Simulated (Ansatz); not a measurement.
Chalcopyrite ZnGeP2 was calculated with revPBE (Ansatz, a program for electronic structure, plane waves, PAW).

The input as run:

Ansatz 0.2 input:
```yaml
crystal:
  lattice:
    - [-2.7879929634, 2.7879929634, 5.4915212196]
    - [2.7879929634, -2.7879929634, 5.4915212196]
    - [2.7879929634, 2.7879929634, -5.4915212196]
  atoms:
    - { symbol: Zn, position: [0.0, 0.0, 0.0] }
    - { symbol: Zn, position: [0.75, 0.25, 0.5] }
    - { symbol: Ge, position: [0.5, 0.5, 0.0] }
    - { symbol: Ge, position: [0.25, 0.75, 0.5] }
    - { symbol: P, position: [0.875, 0.870576245, 0.495576245] }
    - { symbol: P, position: [0.129423755, 0.625, 0.004423755] }
    - { symbol: P, position: [0.375, 0.379423755, 0.504423755] }
    - { symbol: P, position: [0.620576245, 0.125, 0.995576245] }
basis:
  ecutwfc: 520
  ecutrho_ratio: 4
  xc_grid: 2
kpoints:
  mp_grid: { grid: [10, 10, 10] }
hamiltonian:
  xc: revpbe
  dispersion: none
  pseudopotentials: { kind: paw }
scf:
  occupations: { method: fermi_dirac, width: 0.01 }
output:
  forces: true
  stress: true
  eigenvalues: true
relax:
  f_tol: 0.004
  escape_saddle: false
  max_steps: 80
  cell: { stress_tol: 0.02, fix: [volume] }
```

The run printed, among other lines:

```
Relaxation: its limit of steps is 80 (relax.max_steps)
Crystal: 8 atoms, lattice volume = 170.740 Å³
Basis set: ecut = 520 eV, 4629 PW (Γ), exchange–correlation on 108×108×108 points (8 copies of the dense FFT grid, shifted against one another)
Bands: 44, of which v1, the nominal top of the filled ones, is band 36 counted from 1 (35 counted from 0)
Symmetry: 8 space group operations
Space group: I-42d (ITA 122), of the structure as read, at distance tolerance 5.5e-5 Å
k-points: 102 of 1000 (time reversal used)
Functional: x = revpbe(κ = 1.245, μ = 0.2195149727645171), c = pbe(β = 0.06672455060314922)
SCF iter   1: F=—  HF=-18277.818954 eV  |F-HF|=—  |Δ(HF+E_count)|=         —  Δρ=2.23e-3  dr2=4.05e-3
SCF iter   2: F=—  HF=-18277.815450 eV  |F-HF|=—  |Δ(HF+E_count)|=   3.50e-3  Δρ=8.10e-4  dr2=9.32e-4
  ...
SCF 1 converged in 8 iterations: F = -18277.815457 eV  dr2 = 3.45e-9
Crystal: 8 atoms, lattice volume = 170.740 Å³
Initial density: handed on by an earlier stage of this run
SCF 2 converged in 4 iterations: F = -18277.815623 eV  dr2 = 5.04e-8
Crystal: 8 atoms, lattice volume = 170.740 Å³
SCF 3 converged in 5 iterations: F = -18277.815645 eV  dr2 = 1.74e-9
Crystal: 8 atoms, lattice volume = 170.740 Å³
SCF iter   4: F=—  HF=-18277.815645 eV  |F-HF|=—  |Δ(HF+E_count)|=  7.86e-10  Δρ=9.17e-8  dr2=1.64e-11
SCF iter   5: F=-18277.815645 eV  HF=-18277.815645 eV  |F-HF|=3.64e-12  |Δ(HF+E_count)|=  1.09e-11  Δρ=5.22e-8  dr2=3.66e-12
SCF 4 converged in 5 iterations: F = -18277.815645 eV  dr2 = 3.66e-12
SCF converged after 5 iterations
Free energy (F): -18277.815645 eV
Internal energy: -18277.815645 eV  (E = F + TS)
E sigma→0 (E₀):  -18277.815645 eV
Fermi energy:    7.107684 eV
--- Stress (GPa, compression-positive) ---
       -1.310016      -0.000000       0.000000
        0.000000      -1.310016       0.000000
        0.000000       0.000000      -1.307779
  P = ⅓ Tr σ = -1.3093 GPa (-13.093 kbar)
```

The cell is one volume of an energy–volume scan, off the minimum.

The PAW data were made under PBE.
